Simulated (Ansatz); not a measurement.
CCl₃F, SMILES `FC(Cl)(Cl)Cl`, one more setting.

```yaml
crystal:
  periodic: [false, false, false]
  atoms:
    - {symbol: F, position_ang: [0.922124, -0.835462, 0.668904]}
    - {symbol: C, position_ang: [0.054791, -0.055064, 0.024994]}
    - {symbol: Cl, position_ang: [-1.374377, 0.142685, 1.032835]}
    - {symbol: Cl, position_ang: [-0.370196, -0.829034, -1.497413]}
    - {symbol: Cl, position_ang: [0.817557, 1.503175, -0.270721]}
basis:
  gaussian: {orbitals: def2-TZVPD}
total_charge: 1
magnetization: {spin_polarized: false, initial_magnetization: 1}
hamiltonian: {xc: {name: wB97}}
accuracy: high
```

```sh
$ ansatz run in.yaml --threads 4 --pin off --events-out ev --progress --plain --max-ram 10444MiB
```

It prints (some lines left out):

```
Functional definition: wB97
3372 factors; integrals over basis functions are off by at most 3.8e-9 eV
782 factors; integrals over basis functions are off by at most 1.7e-9 eV
mean field evaluation 1: about -41308.0775 eV, gradient 4.8e1 eV
mean field evaluation 2: about -41308.0786 eV, gradient 4.8e1 eV
mean field evaluation 4: about -41310.4579 eV, gradient 2.4e1 eV
mean field evaluation 8: about -41311.4949 eV, gradient 8.3e-1 eV
mean field evaluation 16: about -41311.4967 eV, gradient 2.6e-2 eV
mean field evaluation 32: about -41311.4968 eV, gradient 6.5e-5 eV
mean field -41311.49675964 eV, -1518.1695039786 hartree, gradient 6.1e-9 eV, S^2 0.750000; 6 other end points of the search recorded, 0 dependent functions left out
reference -41311.49675756 eV, -1518.1695039020 hartree; 33, 32 occupied and 182, 183 virtual orbitals, 3372 factors
Total energy: -41311.49675756 eV, -1518.1695039020 hartree
```

It took 97 s on 4 threads of an Arm Neoverse V1 on a shared host, with 2 GiB of host memory at the peak.
